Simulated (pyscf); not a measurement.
**Four-centre exchange: F–Ge(F)(F)–F + water (H₂O) -> hydrogen fluoride (HF) + HO–Ge(F)(F)–F**

Gas phase, singlet surface, charge 0. Bonds broken: F1–Ge2, O6–H7. Bonds formed: F1–H7, Ge2–O6. Optimised with ωB97X-D3(BJ)/def2-SVP in PySCF.

Transition state (Å):

```xyz
8

F     -2.0307    -0.0157     0.6648
Ge    -0.2578     0.0113    -0.2090
F     -0.2184     1.7031     0.0501
F     -0.9478    -0.5878    -1.6501
F      1.4256    -0.2553    -0.4998
O     -0.2895    -1.1518     1.2615
H     -1.3717    -0.7095     1.3765
H      0.4350    -1.1666     1.9013
```

One imaginary mode, 810i cm⁻¹; descent along it reached the two sides named, in the forms told below.

```csv
bond,change,reactant side (Å),saddle,product side
F1–Ge2,breaks,1.725,1.977,2.470
O6–H7,breaks,0.969,1.175,1.876
F1–H7,forms,2.286,1.192,0.937
Ge2–O6,forms,2.225,1.875,1.756
```

Electronic energies relative to the separated reactants (kcal/mol):

```tsv
level	barrier	reaction energy	reverse barrier
ωB97X-D3(BJ)/def2-TZVP	11.0	+3.2	7.9
PBE/def2-TZVP	8.5	+3.9	4.6
r²SCAN/def2-TZVP	7.6	+4.0	3.6
B3LYP-D3(BJ)/def2-TZVP	11.4	+3.5	7.9
PBE0-D3(BJ)/def2-TZVP	9.4	+3.0	6.4
M06-2X/def2-TZVP	9.3	+3.1	6.2
ωB97M-D3(BJ)/def2-TZVP	11.4	+3.5	7.9
HF/def2-TZVP	25.9	+4.0	21.9
```

With ωB97M-D3(BJ)/def2-TZVP energies and thermal terms (ideal gas, 1 atm, RRHO with modes under 100 cm⁻¹ raised to 100, one conformer, R ln 2 for rigid chiral ones), in kcal/mol:

```tsv
T (K)	ΔH‡	ΔG‡	ΔH	ΔG
298	10.2	20.1	+3.0	+1.7
600	10.2	30.3	+3.6	+0.1
900	10.8	40.2	+4.0	-1.7
1200	11.6	49.8	+4.5	-3.7
```

On the reactant side the descent ends in an adduct with a Ge–O contact, 10.4 kcal/mol under the separated species and 21.5 kcal/mol under the saddle at ωB97X-D3(BJ)/def2-TZVP. On the product side the descent ends in a complex, 4.4 kcal/mol under the separated species and 12.3 kcal/mol under the saddle at ωB97X-D3(BJ)/def2-TZVP. What is counted as formed (Ge–O) is already present as a longer contact in the reactant adduct; forming that adduct is a step of its own. This is the saddle that the search found; another between the same sides may lie lower. Elements up to Kr have no core potential and no relativistic terms here.
